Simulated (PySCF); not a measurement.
Numbering as in the mapped SMILES `[N:1]#[C:2][CH:3]([F:4])[F:5]` (H(Xn): hydrogen on atom n).

[PySCF 2.14.0 with density-fitted response routines: shieldings: GIAO B97-2/pcSseg-2; structure optimised with PBE0-D3(BJ)/def2-TZVP; one averaged value for each set of equivalent atoms; one computed conformer; in vacuum; non-relativistic Hamiltonian]

Referencing at the same level of theory: ¹³C (σref 185.38), ¹H (σref 31.64) against TMS; ¹⁵N (σref 261.75) against NH3; ¹⁹F (σref 175.98) against CFCl3.

```json
{"atoms": "H(C3)", "nucleus": "¹H", "count": "1", "δ (ppm)": "6.14"}
{"atoms": "N1", "nucleus": "¹⁵N", "count": "1", "δ (ppm)": "307.1"}
{"atoms": "C3", "nucleus": "¹³C", "count": "1", "δ (ppm)": "107.1"}
{"atoms": "F4/F5", "nucleus": "¹⁹F", "count": "2", "δ (ppm)": "?"}
{"atoms": "C2", "nucleus": "¹³C", "count": "1", "δ (ppm)": "?"}
```

**Question.** Fill in the missing shifts.

**Answer.** 
- C2: 117.8 ppm, nitrile carbon; this is the usual window of a C≡N carbon, which has no attached hydrogen
- F4/F5: -128.5 ppm, fluorine of a CF2 group

Shifts are as computed. Against solution values, carbons near 30 ppm lie about +3 ppm off and those near 130 ppm about +7 ppm. Of 1211 compounds with measured shifts, 218 miss one by over three times the rms of a fit or turn the order of signals round; such compounds aren't used in these exercises. Unscaled 19F shifts against computed CFCl3 carry errors that often reach 10 to 50 ppm. Experimental scales use liquid or dissolved standards, which lie at an offset from isolated NH3 (liquid NH3: subtract about 20 ppm). Unscaled 15N shifts of sp2 nitrogen come out 20 to 40 ppm too high even then.
